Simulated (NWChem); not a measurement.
**SiH3SO (SMILES O[SiH2][S]): UB3LYP/6-311+G(d,p)**

Aim: the vertical ionisation energy of SiH3SO at UB3LYP/6-311+G**, from 2 runs. 

Program for the calculation: NWChem 7.3.0.

## 1. The system as given

SiH3SO: 6 atoms, total charge 0, spin state doublet. As SMILES, `O[SiH2][S]`. The coordinates come from a PBE0-D4/def2-TZVP relaxation. This is one conformer, not always the lowest.

Bond lengths: O1–Si2 1.639 Å, Si2–S3 2.114 Å, O1–H4 0.959 Å, Si2–H5 1.491 Å, Si2–H6 1.479 Å. Angles: O1–Si2–S3 115.7°, O1–Si2–H5 112.5°, O1–Si2–H6 104.9°, S3–Si2–H5 101.6°, S3–Si2–H6 110.7°, Si2–O1–H4 117.8°, H5–Si2–H6 111.7°.

## 2. A single-point energy at UB3LYP/6-311+G(d,p)

Contents of a.nw:

```
start a
title "H3OSSi energy"
memory total 2200 mb

geometry units bohr noautosym nocenter noautoz
  O     -0.95657936    -2.36744889     0.13530439
  Si     0.50512379     0.35640235     0.33561536
  S     -1.63140056     3.55098436    -0.75607942
  H     -1.83360126    -2.74482720    -1.40444446
  H      2.70986726     0.52609975    -1.40992466
  H      1.28614760     0.55784715     3.01203447
end

basis spherical bse
  * library 6-311+G**
end

dft
  xc b3lyp
  mult 2
  grid fine
  convergence energy 1e-08
  maxiter 100
  mulliken
  noprint "final vectors analysis"
end

task dft energy
```

On the command line:

```sh
nwchem a.nw > a.out
```

Output, shortened:

```text
[...]
          Wavefunction type:  spin polarized.
          No. of atoms     :     6
          No. of electrons :    41
[...]
          Charge           :     0
          Spin multiplicity:     2
[...]
          AO basis - number of functions:   100
[...]
              XC Information
              --------------
                         B3LYP Method XC Potential
                     Hartree-Fock (Exact) Exchange  0.200
                        Slater Exchange Functional  0.800 local
                    Becke 1988 Exchange Functional  0.720 non-local
              Lee-Yang-Parr Correlation Functional  0.810
                  VWN I RPA Correlation Functional  0.190 local
[...]
 d= 0,ls=0.0,diis     1   -764.7355399790 -9.08D+02  5.18D-03  3.68D-01     3.7
[...]
 d= 0,ls=0.0,diis    16   -764.8181085501 -2.71D-10  7.22D-08  1.32D-11    43.3
[...]
         Total DFT energy =     -764.818108550120
      One electron energy =    -1342.181878305691
           Coulomb energy =      490.371547336120
    Exchange-Corr. energy =      -56.423881584141
 Nuclear repulsion energy =      143.416104003592
[...]
      Total Density - Mulliken Population Analysis
     ---------------------------------------------
    Atom       Charge   Shell Charges
 -----------   ------   -------------------------------------------------------
    1 O    8     8.49   1.08  0.91  0.99  0.99  2.08  0.82  1.62 -0.12  0.10  0.01
    2 Si  14    13.48   0.79  1.18  0.95  1.04  0.83  0.41  1.98  3.89  0.67  1.23  0.13  0.08  0.06  0.27
    3 S   16    16.12   0.77  1.19  0.93  1.06  1.14  0.90  1.86  4.02  1.02  2.54  0.87 -0.08 -0.12  0.02
    4 H    1     0.72   0.27  0.33  0.05  0.07
    5 H    1     1.11   0.25  0.57  0.27  0.01
    6 H    1     1.09   0.25  0.58  0.25  0.01
[...]
      <S2> =      0.7529 (Exact =     0.7500)
[...]
```

Run time: 44 s. Hardware: 1 thread of Intel Xeon Platinum 8488C (Sapphire Rapids), shared host; peak memory 0.12 GiB.

## 3. The singlet cation, same level

Contents of m1.nw:

```
start m1
memory total 2200 mb
charge 1

geometry units angstroms noautosym nocenter noautoz
  O    -0.506200   -1.252800    0.071600
  Si    0.267300    0.188600    0.177600
  S    -0.863300    1.879100   -0.400100
  H    -0.970300   -1.452500   -0.743200
  H     1.434000    0.278400   -0.746100
  H     0.680600    0.295200    1.593900
end

basis spherical bse
  * library 6-311+G**
end

dft
  xc b3lyp
  grid fine
  convergence energy 1e-08
  maxiter 100
  mulliken
  noprint "final vectors analysis"
end

task dft energy
```

On the command line:

```sh
nwchem m1.nw > m1.out
```

Output, shortened:

```text
[...]
          Wavefunction type:  closed shell.
          No. of atoms     :     6
          No. of electrons :    40
[...]
          Charge           :     1
          Spin multiplicity:     1
[...]
          AO basis - number of functions:   100
[...]
              XC Information
              --------------
                         B3LYP Method XC Potential
                     Hartree-Fock (Exact) Exchange  0.200
                        Slater Exchange Functional  0.800 local
                    Becke 1988 Exchange Functional  0.720 non-local
              Lee-Yang-Parr Correlation Functional  0.810
                  VWN I RPA Correlation Functional  0.190 local
[...]
 d= 0,ls=0.0,diis     1   -764.2085303526 -9.08D+02  2.41D-02  3.57D+00     2.8
[...]
 d= 0,ls=0.0,diis    17   -764.4145753838 -2.69D-09  1.04D-06  1.52D-10    28.2
         Total DFT energy =     -764.414575383808
      One electron energy =    -1331.843127380338
           Coulomb energy =      480.079957533421
    Exchange-Corr. energy =      -56.067519780724
 Nuclear repulsion energy =      143.416114243832
[...]
      Total Density - Mulliken Population Analysis
     ---------------------------------------------
    Atom       Charge   Shell Charges
 -----------   ------   -------------------------------------------------------
    1 O    8     8.37   1.08  0.91  0.98  1.00  2.07  0.82  1.58 -0.12  0.04  0.01
    2 Si  14    13.55   0.79  1.18  0.95  1.04  0.85  0.43  1.98  3.89  0.67  1.28  0.13  0.07  0.05  0.25
    3 S   16    15.58   0.77  1.19  0.93  1.05  1.22  0.85  1.86  4.02  0.98  2.32  0.57 -0.11 -0.11  0.02
    4 H    1     0.68   0.26  0.31  0.04  0.07
    5 H    1     0.91   0.23  0.51  0.15  0.01
    6 H    1     0.91   0.24  0.53  0.13  0.01
[...]
```

Run time: 29 s. Hardware: 1 thread of Intel Xeon Platinum 8488C (Sapphire Rapids), shared host; peak memory 0.12 GiB.

## 4. Summary of results

At UB3LYP/6-311+G**:

```
                                          quantity          value
                      doublet SiH3SO: total energy  -764.81811 Eh
                     doublet SiH3SO: dipole moment         1.12 D
                              doublet SiH3SO: ⟨S²⟩          0.753
                      singlet cation: total energy  -764.41458 Eh
vertical ionisation energy (to the singlet cation)      10.981 eV
```

In words: Removing an electron at fixed nuclei costs 10.98 eV (1059 kJ/mol). Only the singlet of the ionised species was computed; a triplet could lie lower. Mulliken charges (singlet cation) run from -0.37 on O1 to +0.45 on Si2; in a basis this large or diffuse they mean little.
